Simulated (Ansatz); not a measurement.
# C2H8N2: the cost of one run

Method: the levels named in each step, in Ansatz 0.2.0.

## Step 1: The structure to begin with

Bond lengths: N1–C2 1.451 Å, C2–C3 1.544 Å, C3–N4 1.451 Å, N1–H5 1.016 Å, N1–H6 1.014 Å, C2–H7 1.094 Å, C2–H8 1.096 Å, C3–H9 1.094 Å, C3–H10 1.096 Å, N4–H11 1.016 Å, N4–H12 1.014 Å. Angles (14 of 18 angles, heavy atoms first): N1–C2–C3 114.8°, C2–C3–N4 114.8°, N1–C2–H7 107.7°, N1–C2–H8 107.5°, C3–C2–H7 109.3°, C3–C2–H8 109.3°, C2–N1–H5 109.9°, C2–N1–H6 110.2°, C2–C3–H9 109.3°, C2–C3–H10 109.3°, N4–C3–H9 107.7°, N4–C3–H10 107.5°, C3–N4–H11 109.9°, C3–N4–H12 110.2°.

Structure file:

```xyz
12

N     1.8674   -0.0554   -0.3885
C     0.4590   -0.3917   -0.4813
C    -0.4593    0.3938    0.4793
N    -1.8670    0.0534    0.3905
H     2.0019    0.9318   -0.5885
H     2.2061   -0.2243    0.5522
H     0.1410   -0.2135   -1.5129
H     0.3620   -1.4648   -0.2782
H    -0.3620    1.4648    0.2782
H    -0.1410    0.2135    1.5129
H    -2.2061    0.2243   -0.5522
H    -2.0019   -0.9318    0.5885
```

## Step 2: A rough first relaxation, PBE-D4/def2-SVP

This run stands in another session on the same molecule. It ended at:

```xyz
12

N     1.8893   -0.0592   -0.3982
C     0.4702   -0.3864   -0.4758
C    -0.4702    0.3863    0.4758
N    -1.8893    0.0592    0.3982
H     2.0257    0.9443   -0.5813
H     2.2301   -0.2128    0.5606
H     0.1248   -0.2258   -1.5240
H     0.3460   -1.4786   -0.2880
H    -0.3461    1.4787    0.2879
H    -0.1247    0.2259    1.5239
H    -2.2301    0.2130   -0.5605
H    -2.0257   -0.9444    0.5811
```

## Step 3: Relaxation, r2SCAN-D4/def2-TZVPP

input.yaml reads:

```yaml
crystal:
  periodic: [false, false, false]
  atoms:
    - { symbol: "N", position_ang: [1.88928719, -0.05919547, -0.39822609] }
    - { symbol: C, position_ang: [0.47018681, -0.38639406, -0.4757595] }
    - { symbol: C, position_ang: [-0.47017813, 0.38634012, 0.47581494] }
    - { symbol: "N", position_ang: [-1.8892861, 0.05918038, 0.39824208] }
    - { symbol: H, position_ang: [2.02569416, 0.94425587, -0.58128549] }
    - { symbol: H, position_ang: [2.23010483, -0.21283072, 0.56064472] }
    - { symbol: H, position_ang: [0.12484204, -0.2258116, -1.5239922] }
    - { symbol: H, position_ang: [0.3460245, -1.47862485, -0.28795314] }
    - { symbol: H, position_ang: [-0.34614061, 1.47865548, 0.28792209] }
    - { symbol: H, position_ang: [-0.12474402, 0.22586459, 1.52394593] }
    - { symbol: H, position_ang: [-2.23011214, 0.21303093, -0.56050696] }
    - { symbol: H, position_ang: [-2.02569853, -0.94439068, 0.58108362] }
basis:
  gaussian: { orbitals: def2-TZVPP }
hamiltonian:
  xc: r2scan
  dispersion: d4
relax:
  f_tol: 0.002
  max_steps: 150
```

The run is started by

```sh
ansatz run input.yaml --threads 4 --pin off --max-ram 10240MiB --backend cpu --events-out ev --progress --plain --runs-dir out
```

**Question.** How long does this run take on 4 threads of Intel Xeon at 2.50GHz (Skylake/Cascade Lake), shared host, and how much memory does it need?

About 49 s, with a peak of 0.55 GiB.
